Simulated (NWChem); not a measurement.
NH, triplet; SMILES [NH]

Program: NWChem. Spin-unrestricted. All runs use the structure optimised with PBE0/def2-SVP, spin-unrestricted. No stability test was run on the SCF state. Total energies compare along this basis series because the functional is fixed.

```csv
level,basis functions,energy (Ha),highest occupied level (eV),"lowest empty minus highest occupied level, either spin (eV)",dipole (D),<S²>
PBE/def2-SVP,19,-55.1021,-7.47,3.80,1.53,2.00
PBE/def2-SVPD,28,-55.1092,-7.84,3.68,1.47,2.01
PBE/def2-TZVP,37,-55.1714,-7.82,3.66,1.55,2.00
PBE/def2-TZVPP,45,-55.1722,-7.82,3.65,1.52,2.00
PBE/def2-QZVP,87,-55.1760,-7.88,3.62,1.51,2.00
```
